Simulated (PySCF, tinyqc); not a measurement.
Inside a calculation (part 2 of 2). Method: RHF in the sto-6g basis, for H2O, spin multiplicity 1. The lowest restricted solution is unstable here: a spin-polarised one lies 0.0003 hartree lower (PySCF). Computed by tinyqc, a small Python program that keeps every step (integrals from PySCF). Command: `OMP_NUM_THREADS=1 python tinyqc.py 23902 23903 out.jsonl` (the two numbers bound the seeds that draw the settings). One thread of a shared host (Intel(R) Xeon(R) Processor @ 2.60GHz), about 0.1 s of CPU time with the checks.

Geometry (angstrom):
```
atom        x         y        z
O     0.00000   0.00000  0.00000
H     0.00000   1.03200  0.75300
H     0.00000  -1.01200  0.73900
```

## Convergence

Stop when the energy changes by less than 1e-09 hartree and every element of the error matrix X^T (F D S - S D F) X is below 9e-06.

Course of the cycle:
```
iteration  E (hartree)     change  largest element of the error matrix
1          -74.0433861          -                             4.36e-01
2          -75.1759517  -1.13e+00                             4.29e-01
3          -75.5099915  -3.34e-01                             2.05e-01
4          -75.5626912  -5.27e-02                             6.84e-02
5          -75.5694970  -6.81e-03                             2.98e-02
6          -75.5704398  -9.43e-04                             1.05e-02
7          -75.5705938  -1.54e-04                             4.85e-03
8          -75.5706260  -3.22e-05                             1.99e-03
9          -75.5706341  -8.13e-06                             9.93e-04
10         -75.5706364  -2.29e-06                             4.72e-04
11         -75.5706371  -6.73e-07                             2.48e-04
12         -75.5706373  -2.02e-07                             1.29e-04
13         -75.5706373  -6.08e-08                             6.94e-05
14         -75.5706373  -1.84e-08                             3.74e-05
15         -75.5706373  -5.56e-09                             2.04e-05
16         -75.5706373  -1.68e-09                             1.11e-05
17         -75.5706373  -5.09e-10                             6.10e-06
```

PySCF RHF in the same basis = -75.5706373 hartree

Converged in 17 iterations.

## Populations, bond orders and dipole

D after iteration 17, order 1O 1s, 1O 2s, 1O 2px, 1O 2py, 1O 2pz, 2H 1s, 3H 1s:
```
[[2.10818, -0.46947, 0.00000, -0.00097, 0.08632, -0.00558, -0.00568],
 [-0.46947, 2.06409, 0.00000, 0.00712, -0.48086, -0.06683, -0.07197],
 [0.00000, 0.00000, 2.00000, 0.00000, 0.00000, 0.00000, 0.00000],
 [-0.00097, 0.00712, 0.00000, 0.74838, -0.00114, 0.56257, -0.56037],
 [0.08632, -0.48086, 0.00000, -0.00114, 1.08397, 0.56111, 0.55668],
 [-0.00558, -0.06683, 0.00000, 0.56257, 0.56111, 0.73121, -0.11583],
 [-0.00568, -0.07197, 0.00000, -0.56037, 0.55668, -0.11583, 0.72213]]
```

overlap S, order 1O 1s, 1O 2s, 1O 2px, 1O 2py, 1O 2pz, 2H 1s, 3H 1s:
```
[[1.00000, 0.23114, 0.00000, 0.00000, 0.00000, 0.02646, 0.02800],
 [0.23114, 1.00000, 0.00000, 0.00000, 0.00000, 0.29428, 0.30613],
 [0.00000, 0.00000, 1.00000, 0.00000, 0.00000, 0.00000, 0.00000],
 [0.00000, 0.00000, 0.00000, 1.00000, 0.00000, 0.22048, -0.22771],
 [0.00000, 0.00000, 0.00000, 0.00000, 1.00000, 0.16088, 0.16628],
 [0.02646, 0.29428, 0.00000, 0.22048, 0.16088, 1.00000, 0.11171],
 [0.02800, 0.30613, 0.00000, -0.22771, 0.16628, 0.11171, 1.00000]]
```

Mulliken: Z minus the diagonal of D S on the atom; Loewdin: the same with S^(1/2) D S^(1/2); Mayer order: 2 sum_s sum (D(s) S)_ij (D(s) S)_ji over the two atoms.

Charges (e):
```
atom  Mulliken   Loewdin
1O    -0.18006  -0.13878
2H     0.08724   0.06749
3H     0.09282   0.07130
```

Mayer bond orders:
```
pair    order
2-1   0.98429
3-1   0.98328
3-2   0.00810
```

dipole moment about the origin, x y z (debye): [0.00000, -0.01870, 1.32774]
